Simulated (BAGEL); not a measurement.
# HF/3-21G (density fitting with qzvpp-jkfit) run of C3H3FS (SMILES FCC1=CS1)

What is the vertical singlet–triplet gap of C3H3FS at HF/3-21G (density fitting with qzvpp-jkfit)? 

Program for the calculation: BAGEL 1.2.2.

**1. The system as given**

C3H3FS has 8 atoms, charge 0, and is taken as a singlet. SMILES: `FCC1=CS1`. Geometry: relaxed at PBE0-D4/def2-TZVP. This is one conformer, not always the lowest.

Bond lengths: F1–C2 1.376 Å, C2–C3 1.463 Å, C3–C4 1.276 Å, C3–S5 1.843 Å, C4–S5 1.821 Å, C2–H6 1.094 Å, C2–H7 1.096 Å, C4–H8 1.076 Å. Some angles: F1–C2–C3 111.1°, C2–C3–C4 152.7°, C2–C3–S5 138.1°, C4–C3–S5 68.7°, C3–C4–S5 70.5°, C3–S5–C4 40.7°, F1–C2–H6 108.7°, F1–C2–H7 108.0°, C3–C2–H6 109.8°, C3–C2–H7 109.6°.

**2. A single-point energy at HF/3-21G (density fitting with qzvpp-jkfit)**

The input, calc.json:

```json
{ "bagel" : [

{
  "title" : "molecule",
  "basis" : "3-21g",
  "df_basis" : "qzvpp-jkfit",
  "angstrom" : "true",
  "geometry" : [
    { "atom" : "F", "xyz" : [   -0.195000,    1.657900,    1.248100 ] },
    { "atom" : "C", "xyz" : [    0.541600,    0.889100,    0.375800 ] },
    { "atom" : "C", "xyz" : [   -0.249000,   -0.228300,   -0.139300 ] },
    { "atom" : "C", "xyz" : [   -0.413600,   -1.457200,   -0.438900 ] },
    { "atom" : "S", "xyz" : [   -1.806800,   -0.481900,   -1.090600 ] },
    { "atom" : "H", "xyz" : [    1.422600,    0.509300,    0.902100 ] },
    { "atom" : "H", "xyz" : [    0.858000,    1.528900,   -0.455500 ] },
    { "atom" : "H", "xyz" : [   -0.065800,   -2.474800,   -0.457600 ] }
  ]
},
{
  "title" : "hf"
},
{
  "title" : "print",
  "file" : "orbitals.molden",
  "orbitals" : "true"
}

]}
```

Command:

```
$ BAGEL_NUM_THREADS=1 BAGEL calc.json > calc.out
```

Output:

```text
* using 1 threads per process

  ===============================================================
  ===============================================================

  *** Geometry ***

  { "atom" : "F", "xyz" : [     -0.368497,      3.132977,      2.358567 ] },
  { "atom" : "C", "xyz" : [      1.023476,      1.680155,      0.710159 ] },
  { "atom" : "C", "xyz" : [     -0.470542,     -0.431424,     -0.263239 ] },
  { "atom" : "C", "xyz" : [     -0.781591,     -2.753709,     -0.829401 ] },
  { "atom" : "S", "xyz" : [     -3.414357,     -0.910659,     -2.060935 ] },
  { "atom" : "H", "xyz" : [      2.688324,      0.962438,      1.704722 ] },
  { "atom" : "H", "xyz" : [      1.621385,      2.889202,     -0.860770 ] },
  { "atom" : "H", "xyz" : [     -0.124344,     -4.676694,     -0.864739 ] },

  Number of auxiliary basis functions:      484

  Since a DF basis is specified, we compute 2- and 3-index integrals:
    o Being stored without compression. Storage requirement is 0.012 GB

  Number of basis functions:       55
  Number of electrons      :       46

    * METHOD: MOLECULE                             0.16

  *** RHF ***

  === Nuclear Repulsion ===
   199.7043805769

      * DIIS with orbital gradients will be used.

  === RHF iteration (3-21g) ===
      0       -608.93592403          0.01854883           0.04
      1       -609.01721367          0.01003712           0.04
      2       -609.03876035          0.00176982           0.04
      3       -609.03991535          0.00046807           0.04
      4       -609.03997804          0.00015030           0.04
      5       -609.03998944          0.00003675           0.04
      6       -609.03999082          0.00001743           0.04
      7       -609.03999111          0.00000729           0.04
      8       -609.03999119          0.00000296           0.04
      9       -609.03999120          0.00000124           0.04
     10       -609.03999121          0.00000043           0.04
     11       -609.03999121          0.00000017           0.04
     12       -609.03999121          0.00000008           0.04
     13       -609.03999121          0.00000003           0.04
     14       -609.03999121          0.00000002           0.04
     15       -609.03999121          0.00000001           0.04
    * SCF iteration converged.

    * Permanent dipole moment:
           (   -1.317306,     0.627006,     0.137993) a.u.

    * METHOD: HF                                   0.74

    * METHOD: PRINT                                0.01

  ===============================================================
```

It took 1.1 s on 1 thread of Arm Neoverse V2, shared host.

**3. The triplet, same level**

The input, job.json:

```json
{ "bagel" : [

{
  "title" : "molecule",
  "basis" : "3-21g",
  "df_basis" : "qzvpp-jkfit",
  "angstrom" : true,
  "geometry" : [
    { "atom" : "F", "xyz" : [   -0.195000,    1.657900,    1.248100 ] },
    { "atom" : "C", "xyz" : [    0.541600,    0.889100,    0.375800 ] },
    { "atom" : "C", "xyz" : [   -0.249000,   -0.228300,   -0.139300 ] },
    { "atom" : "C", "xyz" : [   -0.413600,   -1.457200,   -0.438900 ] },
    { "atom" : "S", "xyz" : [   -1.806800,   -0.481900,   -1.090600 ] },
    { "atom" : "H", "xyz" : [    1.422600,    0.509300,    0.902100 ] },
    { "atom" : "H", "xyz" : [    0.858000,    1.528900,   -0.455500 ] },
    { "atom" : "H", "xyz" : [   -0.065800,   -2.474800,   -0.457600 ] }
  ]
},
{ "title" : "uhf", "nopen" : 2 },
{ "title" : "print", "file" : "orbitals.molden", "orbitals" : true }

]}
```

Command:

```
$ BAGEL_NUM_THREADS=1 BAGEL job.json > job.out
```

Output:

```text
* using 1 threads per process

  ===============================================================
  ===============================================================

  *** Geometry ***

  { "atom" : "F", "xyz" : [     -0.368497,      3.132977,      2.358567 ] },
  { "atom" : "C", "xyz" : [      1.023476,      1.680155,      0.710159 ] },
  { "atom" : "C", "xyz" : [     -0.470542,     -0.431424,     -0.263239 ] },
  { "atom" : "C", "xyz" : [     -0.781591,     -2.753709,     -0.829401 ] },
  { "atom" : "S", "xyz" : [     -3.414357,     -0.910659,     -2.060935 ] },
  { "atom" : "H", "xyz" : [      2.688324,      0.962438,      1.704722 ] },
  { "atom" : "H", "xyz" : [      1.621385,      2.889202,     -0.860770 ] },
  { "atom" : "H", "xyz" : [     -0.124344,     -4.676694,     -0.864739 ] },

  Number of auxiliary basis functions:      484

  Since a DF basis is specified, we compute 2- and 3-index integrals:
    o Being stored without compression. Storage requirement is 0.012 GB

  Number of basis functions:       55
  Number of electrons      :       46

    * METHOD: MOLECULE                             0.15

  *** Open-shell HF ***

  === Nuclear Repulsion ===
   199.7043805769

      * DIIS with orbital gradients will be used.

  === UHF iteration (3-21g) ===
      0       -608.82493359          0.03618533           0.08
      1       -608.91889306          0.01850217           0.08
      2       -608.93803877          0.01003741           0.08
      3       -608.94448951          0.00137234           0.08
      4       -608.94608285          0.00065116           0.08
      5       -608.94657847          0.00053472           0.08
      6       -608.94714719          0.00045581           0.08
      7       -608.94756323          0.00037708           0.08
      8       -608.94809954          0.00028599           0.08
      9       -608.94822412          0.00015280           0.08
     10       -608.94827082          0.00009421           0.08
     11       -608.94828635          0.00005119           0.08
     12       -608.94829112          0.00002265           0.08
     13       -608.94829200          0.00001264           0.08
     14       -608.94829221          0.00000923           0.08
     15       -608.94829236          0.00000650           0.08
     16       -608.94829242          0.00000353           0.08
     17       -608.94829244          0.00000238           0.08
     18       -608.94829244          0.00000143           0.08
     19       -608.94829244          0.00000098           0.08
     20       -608.94829245          0.00000071           0.08
     21       -608.94829245          0.00000045           0.08
     22       -608.94829245          0.00000030           0.08
     23       -608.94829245          0.00000024           0.08
     24       -608.94829245          0.00000019           0.08
     25       -608.94829245          0.00000011           0.08
     26       -608.94829245          0.00000007           0.08
     27       -608.94829245          0.00000004           0.08
     28       -608.94829245          0.00000003           0.09
     29       -608.94829245          0.00000002           0.08
     30       -608.94829245          0.00000001           0.08
     31       -608.94829245          0.00000001           0.08
    * SCF iteration converged.

    * S^2 (UHF) is 2.0260

    * Permanent dipole moment:
           (   -0.809425,     0.564056,     0.447391) a.u.

    * METHOD: UHF                                  2.72

    * METHOD: PRINT                                0.01

  ===============================================================
```

It took 3.3 s on 1 thread of Arm Neoverse V2, shared host.

**4. Outcome**

Level: HF/3-21G (density fitting with qzvpp-jkfit).

| quantity | value |
| --- | --- |
| singlet: total energy | -609.03999 Eh |
| singlet: dipole moment | 3.72 D |
| singlet: HOMO energy | -8.49 eV |
| singlet: LUMO energy | 3.38 eV |
| singlet: HOMO–LUMO gap | 11.87 eV |
| triplet: total energy | -608.94829 Eh |
| triplet: dipole moment | 2.75 D |
| triplet: ⟨S²⟩ | 2.026 |
| vertical energy of the triplet above the singlet | 2.495 eV |

In words: At this shape the triplet lies 2.50 eV (58 kcal/mol) above the singlet.
